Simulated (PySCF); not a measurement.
From results back to the method.

Species: CCl2 (singlet state).
Structure used (PBE0-D3(BJ)/def2-SVP), in Å, numbered top down from 1:
```xyz
3
CCl2 angstrom
Cl    -1.4140   -0.3355   -0.0012
C      0.0080    0.6304   -0.0229
Cl     1.3896   -0.3921    0.0041
```

The closed-shell ground state was solved 7 times with PySCF (density fitting, gas phase), always in the def2-SVPD basis (74 functions), with these functionals: B3LYP, BHandHLYP, HF, LC-wPBE, LDA, PBE0 and wB97X-D.

```
row  total energy (Eh)  HOMO (eV)  LUMO (eV)  dipole (D)
  P          -958.0547      -8.96      -2.32        1.10
  Q          -954.7742      -6.32      -4.72        1.27
  R          -957.7352      -7.66      -3.55        1.15
  S          -957.7901     -10.43      -1.19        1.19
  T          -958.0627      -9.57      -1.69        1.14
  U          -956.4385     -11.03       0.66        0.98
  V          -958.1139      -7.41      -3.73        1.16
```

Which functional belongs to which row?

P = BHandHLYP, Q = LDA, R = PBE0, S = LC-wPBE, T = wB97X-D, U = HF, V = B3LYP. By rising HOMO–LUMO gap: LDA (LDA) 1.60 eV; B3LYP (global hybrid, 20 % exact exchange) 3.68 eV; PBE0 (global hybrid, 25 % exact exchange) 4.11 eV; BHandHLYP (global hybrid, 50 % exact exchange) 6.64 eV; wB97X-D (range-separated hybrid) 7.88 eV; LC-wPBE (range-separated hybrid) 9.24 eV; HF (all exact exchange) 11.69 eV. Total energies of different functionals aren't bounds to one another; each is stationary for its own functional.

The pairwise dispersion term of wB97X-D wasn't added to the energies; at a given geometry it leaves orbitals and properties as they are.
